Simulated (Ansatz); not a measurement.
**C6H10: a ladder of functionals and wavefunction methods**

How much do the methods differ for C6H10? The plan is to run it at one geometry with functionals of several rungs and with coupled cluster. The yardstick is the atomisation energy at the CCSD(T) limit.

The runs use Ansatz 0.2.0, Gaussian basis; functionals in def2-TZVPP, the program's frozen cores in correlated methods.

The runs, in order: LDA (SPW92), PBE-D4, revPBE-D4, BLYP-D4, r2SCAN-D4, B97M-V, PBE0-D4, B3LYP-D4, r2SCANh-D4, r2SCAN0-D4, HSE06-D4, BHLYP-D4, CAM-B3LYP-D4, LC-ωPBE, ωB97X-V, ωB97M-V, B2PLYP, PBE-QIDH; CCSD(T)/def2-SVP; CCSD(T)/def2-TZVPP; MP2/def2-QZVPP; extrapolation to the limit; RPA on PBE.

**1. The relaxed structure**

An earlier PBE0-D4 in a triple-zeta def2 set relaxation fixed the geometry.

SMILES `C#CCCCC`, 16 atoms, charge 0, spin multiplicity 1.

Atoms are counted from 1 here; the program's logs count them from 0.

Bond lengths: C1–C2 1.201 Å, C1–H7 1.064 Å, C2–C3 1.454 Å, C3–C4 1.530 Å, C3–H8 1.095 Å, C3–H9 1.096 Å, C4–C5 1.519 Å, C4–H10 1.095 Å, C4–H11 1.095 Å, C5–C6 1.518 Å, C5–H12 1.095 Å, C5–H13 1.097 Å, C6–H14 1.094 Å, C6–H15 1.094 Å, C6–H16 1.092 Å. Angles: C2–C1–H7 179.6°, C1–C2–C3 179.0°, C2–C3–C4 113.3°, C2–C3–H8 108.7°, C2–C3–H9 108.9°, C4–C3–H8 109.8°, C4–C3–H9 109.6°, H8–C3–H9 106.3°, C3–C4–C5 113.5°, C3–C4–H10 108.2°, C3–C4–H11 109.0°, C5–C4–H10 109.7°, C5–C4–H11 109.6°, H10–C4–H11 106.6°, C4–C5–C6 112.6°, C4–C5–H12 109.0°, C4–C5–H13 109.1°, C6–C5–H12 109.9° and more.

**2. LDA**

This LDA is Slater exchange with PW92 correlation.

in.yaml reads:

```yaml
crystal:
  periodic: [false, false, false]
  atoms:
    - {symbol: C, position_ang: [2.661776, 0.580407, -1.472276]}
    - {symbol: C, position_ang: [2.082643, -0.098885, -0.669130]}
    - {symbol: C, position_ang: [1.359803, -0.920448, 0.287858]}
    - {symbol: C, position_ang: [-0.159865, -0.823349, 0.140910]}
    - {symbol: C, position_ang: [-0.707188, 0.566145, 0.416460]}
    - {symbol: C, position_ang: [-2.214463, 0.644090, 0.250643]}
    - {symbol: H, position_ang: [3.181701, 1.180779, -2.180364]}
    - {symbol: H, position_ang: [1.678184, -1.961108, 0.168578]}
    - {symbol: H, position_ang: [1.650833, -0.623101, 1.301971]}
    - {symbol: H, position_ang: [-0.617033, -1.542574, 0.829233]}
    - {symbol: H, position_ang: [-0.440280, -1.135343, -0.870642]}
    - {symbol: H, position_ang: [-0.220872, 1.281227, -0.254632]}
    - {symbol: H, position_ang: [-0.430587, 0.865910, 1.434283]}
    - {symbol: H, position_ang: [-2.511549, 0.382659, -0.768848]}
    - {symbol: H, position_ang: [-2.724927, -0.045803, 0.928885]}
    - {symbol: H, position_ang: [-2.588178, 1.649403, 0.457070]}
basis:
  gaussian: {orbitals: def2-TZVPP}
hamiltonian: {xc: lda}
output: {orbitals: {seedname: orbitals}}
```

Launch:

```
ansatz run in.yaml --threads 2 --pin off --events-out ev --progress --plain --max-ram 22528MiB --backend cuda --devices 0, --max-vram 18GiB
```

After this run come: PBE-D4 (GGA); revPBE-D4 (GGA); BLYP-D4 (GGA); r2SCAN-D4 (meta-GGA); B97M-V (meta-GGA); PBE0-D4 (hybrid); B3LYP-D4 (hybrid); r2SCANh-D4 (hybrid); r2SCAN0-D4 (hybrid); HSE06-D4 (hybrid); BHLYP-D4 (hybrid); CAM-B3LYP-D4 (range-separated); LC-ωPBE (range-separated); ωB97X-V (range-separated); ωB97M-V (range-separated); B2PLYP (double hybrid); PBE-QIDH (double hybrid); CCSD(T) in def2-SVP; CCSD(T) in def2-TZVPP; MP2 in def2-QZVPP; RPA on PBE orbitals.

**Question.** What will the summary of the whole plan be? Wanted: atomisation energy, CCSD(T)/CBS; farthest beyond LDA; mean size of error, GGA; mean size of error, meta-GGA; mean size of error, hybrid; mean size of error, range-separated; mean size of error, double hybrid; gap, smallest and largest; T1 diagnostic.

**Answer**, as computed:

```
                               quantity                                                                                             value
        atomisation energy, CCSD(T)/CBS                                                                                         68.779 eV
    functionals within 0.344 eV (0.5 %)  revPBE-D4, BLYP-D4, r2SCAN-D4, B97M-V, B3LYP-D4, r2SCANh-D4, LC-ωPBE, ωB97X-V, ωB97M-V, PBE-QIDH
                    farthest beyond LDA                                                                                PBE-D4 (+1.592 eV)
                mean size of error, GGA                                                                                          0.595 eV
           mean size of error, meta-GGA                                                                                          0.158 eV
             mean size of error, hybrid                                                                                          0.607 eV
    mean size of error, range-separated                                                                                          0.151 eV
      mean size of error, double hybrid                                                                                          0.284 eV
              gap, smallest and largest                                                             6.34 eV (BLYP-D4), 13.51 eV (LC-ωPBE)
                          T1 diagnostic                                                                                            0.0099
triples share of the correlation energy                                                                                             4.2 %
```

The LDA atomisation energy is off by 9.428 eV (14 %): it overbinds. PBE-D4 misses by +1.592 eV. Double hybrids carry the basis error of their MP2 part in triple zeta, and no dispersion term here, so their miss is partly the set-up's. The rungs range-separated, meta-GGA, double hybrid miss on average by less than the doubt on the reference (0.344 eV), so they tie. Misses under about 0.344 eV are within the doubt on the reference itself, which lacks core-valence correlation, relativity and higher excitations. Hartree-Fock recovers 75 % of the binding; the rest is correlation. CCSD(T) in def2-SVP is off by -2.413 eV, so the small basis spoils what the method gains. Orbital gaps span 6.3 to 13.5 eV; exact exchange widens them.
